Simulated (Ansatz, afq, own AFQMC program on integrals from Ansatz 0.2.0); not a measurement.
## C$_{2}$H$_{2}$, singlet in cc-pVDZ, levels against CCSDT(Q)

```tsv
atom	x (Å)	y (Å)	z (Å)
C	-0.1983	0.0000	0.5892
C	0.0116	0.0000	-0.5892
H	-0.0116	0.0000	1.6374
H	0.1983	0.0000	-1.6374
```

Connectivity, by distances: CH–CH.

Basis cc-pVDZ. Only valence electrons are correlated. Ansatz 0.2.0 and our own AFQMC program on the same integrals; the CISD trial comes from CCSD amplitudes, and released means the phaseless constraint is let go. Uncertainties: one standard error, sampling alone.

Determinant: RHF, the one that the program's search chose, which needn't be the lowest solution. The geometry is a point of a scan.

No full CI on the walks' own integrals is used here; CCSDT(Q) serves as the reference and is uncertain by about the last step of the cluster series.

The T1 diagnostic is 0.0125. The weight of the determinant in the CISD state is 0.884 and the size of the correlated space is 10 electrons in 36 orbitals.

Reference: CCSDT(Q), correlation energy -7.764 eV. The released energy is read at 2.40 1/Eh (meV from the phaseless value at times in 1/Eh: 22 ± 17 at 0.24, 23 ± 15 at 0.51, 3 ± 19 at 0.99, -13 ± 16 at 1.62, 5 ± 17 at 2.40).

| level | E − E(reference) (meV) | share of correlation (%) |
| --- | --- | --- |
| HF | 7763.8 | 0.00 |
| MP2 | 809.7 | 89.57 |
| CCSD | 341.8 | 95.60 |
| CCSD(T) | 38.7 | 99.50 |
| CCSDT | 27.9 | 99.64 |
| ph-AFQMC/CISD | -6.7 ± 23.3 | 100.09 |
| released AFQMC | -1.6 ± 16.7 | 100.02 |

A walk keeps the symmetry of its determinant, which the program's search chose and which needn't be the lowest solution, so a lower state of the same spin and another symmetry isn't excluded. Released energies are given only where the last usable release times agree within the noise; a slower fall can still hide under it.
